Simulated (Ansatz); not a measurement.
A made-up structure of CH$_{3}$Si$_{2}$, doublet:

```csv
atom,x (Å),y (Å),z (Å)
C1,2.0248,-2.1232,1.2979
Si2,0.6615,-0.7410,0.4315
Si3,-0.5058,0.5179,-0.3218
H4,0.1288,1.7878,-0.2909
H5,-1.7119,0.5999,0.4231
H6,-0.7985,0.1942,-1.6731
```

It is relaxed with PBE-D4/def2-SVP and then PBE0-D4/def2-TZVP (Ansatz 0.2.0). Atoms count as bonded within 1.22 times the sum of their covalent radii (H–H: 0.88 Å). The end point is not checked to be a true minimum.

Task: Does its bonding change? (Judge from chemistry; the calculation decides.)

Result: By the calculation: Yes. Formed: C1–Si3; broken: Si2–Si3.

Where it ends: The first stage lowers the energy by 5.87 eV in 24 steps. It ends as CH₃Si₂ ([Si][C][SiH3]):
```
6
angstrom
C 0.8989 -0.5076 0.4811
Si 2.2795 -1.1778 1.1990
Si -0.5502 0.2905 -0.2910
H -0.2150 1.7364 -0.4258
H -1.7739 0.1571 0.5446
H -0.8404 -0.2631 -1.6412
```

Labels in which every atom is bracketed show which atoms are joined, not bond orders.

For scale, one of the runs: PBE0-D4/def2-TZVP relaxation, 123 basis functions, launched by `ansatz run in.yaml --threads 2 --pin off --events-out ev --progress --plain --max-ram 4352MiB`. The run took about 77 s on 2 CPU threads of an Arm Neoverse N1 (shared host).
